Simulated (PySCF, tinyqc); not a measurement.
Inside a calculation. Method: coupled-perturbed Hartree-Fock on RHF in the sto-3g basis, for CH+, spin multiplicity 1. The lowest restricted solution is unstable here: a spin-polarised one lies 0.0126 hartree lower (PySCF). One step of it, computed by the program tinyqc.

Task: Coupled step 2. U_ai = -(mu_ai + sum_bj [4 (ai|bj) - (ab|ij) - (aj|bi)] U_bj) / (e_a - e_i); alpha = -4 sum U_ai mu_ai.

U after step 1:
```
,i1,i2,i3
a4,0.000000,0.000000,0.000000
a5,0.000000,0.000000,0.000000
a6,0.003701,-0.348192,-0.932536
```

dipole integrals <a|z|i> (bohr):
```
,i1,i2,i3
a4,0.000000,0.000000,0.000000
a5,0.000000,0.000000,0.000000
a6,-0.066348,0.508302,0.876327
```

orbital energies (hartree): MO1 -11.717200, MO2 -1.277428, MO3 -0.871382, MO4 -0.297568, MO5 -0.297568, MO6 0.231342

Two-electron integrals over orbitals (pq|rs), unique and non-zero (hartree):
```
p,q,r,s,(pq|rs)
1,1,1,1,3.512348
2,1,1,1,-0.296872
2,1,2,1,0.041361
2,2,1,1,0.755830
2,2,2,1,-0.004831
2,2,2,2,0.627594
3,1,1,1,0.190863
3,1,2,1,-0.021205
3,1,2,2,0.020274
3,1,3,1,0.027705
3,2,1,1,-0.081635
3,2,2,1,0.009402
3,2,2,2,0.058476
3,2,3,1,0.009550
3,2,3,2,0.083263
3,3,1,1,0.786476
3,3,2,1,-0.014933
3,3,2,2,0.509492
3,3,3,1,-0.008373
3,3,3,2,-0.059035
3,3,3,3,0.644191
4,1,4,1,0.021505
4,2,4,1,0.023789
4,2,4,2,0.094951
4,3,4,1,-0.015284
4,3,4,2,-0.045842
4,3,4,3,0.057639
4,4,1,1,0.852056
4,4,2,1,-0.009269
4,4,2,2,0.564986
4,4,3,1,0.005576
4,4,3,2,-0.043305
4,4,3,3,0.574472
4,4,4,4,0.672833
5,1,5,1,0.021505
5,2,5,1,0.023789
5,2,5,2,0.094951
5,3,5,1,-0.015284
5,3,5,2,-0.045842
5,3,5,3,0.057639
5,4,5,4,0.036269
5,5,1,1,0.852056
5,5,2,1,-0.009269
5,5,2,2,0.564986
5,5,3,1,0.005576
5,5,3,2,-0.043305
5,5,3,3,0.574472
5,5,4,4,0.600295
5,5,5,5,0.672833
6,1,1,1,0.149392
6,1,2,1,-0.025300
6,1,2,2,-0.009405
6,1,3,1,0.000401
6,1,3,2,-0.014963
6,1,3,3,0.019832
6,1,4,4,0.003689
6,1,5,5,0.003689
6,1,6,1,0.024957
6,2,1,1,-0.219495
6,2,2,1,0.003409
6,2,2,2,-0.062577
6,2,3,1,-0.012724
6,2,3,2,0.029737
6,2,3,3,-0.041047
6,2,4,4,-0.107583
6,2,5,5,-0.107583
6,2,6,1,0.006031
6,2,6,2,0.107794
6,3,1,1,-0.142376
6,3,2,1,0.004665
6,3,2,2,0.006329
6,3,3,1,0.005237
6,3,3,2,0.063566
6,3,3,3,-0.090077
6,3,4,4,-0.065935
6,3,5,5,-0.065935
6,3,6,1,-0.008032
6,3,6,2,0.061312
6,3,6,3,0.088251
6,4,4,1,-0.011088
6,4,4,2,-0.041633
6,4,4,3,0.006617
6,4,6,4,0.028776
6,5,5,1,-0.011088
6,5,5,2,-0.041633
6,5,5,3,0.006617
6,5,6,5,0.028776
6,6,1,1,0.692789
6,6,2,1,-0.003721
6,6,2,2,0.601993
6,6,3,1,0.017309
6,6,3,2,0.087114
6,6,3,3,0.497360
6,6,4,4,0.502016
6,6,5,5,0.502016
6,6,6,1,-0.008748
6,6,6,2,0.014804
6,6,6,3,0.054564
6,6,6,6,0.673852
```

Give: U after step 2; polarisability.

Result:

U after step 2:
```
,i1,i2,i3
a4,0.0000,0.0000,0.0000
a5,0.0000,0.0000,0.0000
a6,0.0031,-0.3414,-0.9607
```

polarisability = 4.0625 bohr^3
